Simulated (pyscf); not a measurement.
F–SiH₂–F + hydrogen fluoride (HF) → F–SiH(F)–F + hydrogen (H₂) (four-centre exchange; singlet surface; H–Si, F–H broken, F–Si, H–H formed). Structures and frequencies: ωB97X-D3(BJ)/def2-SVP in PySCF. Energies in eV from the separated reactants.

```tsv
level	barrier	reaction energy
ωB97X-D3(BJ)/def2-TZVP	1.28	-1.46
PBE/def2-TZVP	0.99	-1.43
r²SCAN/def2-TZVP	…	-1.57
PBE0-D3(BJ)/def2-TZVP	1.16	-1.40
ωB97M-D3(BJ)/def2-TZVP	…	…
HF/def2-TZVP	2.10	-1.43
```

**Question.** Fill in the missing entries.

**Answer.** 
- r²SCAN/def2-TZVP, barrier: 1.02
- ωB97M-D3(BJ)/def2-TZVP, barrier: 1.25
- ωB97M-D3(BJ)/def2-TZVP, reaction energy: -1.47

The functionals in the table span 0.29 eV in this barrier, from PBE to ωB97X-D3(BJ)/def2-TZVP. This is the saddle that the search found; another between the same sides may lie lower.
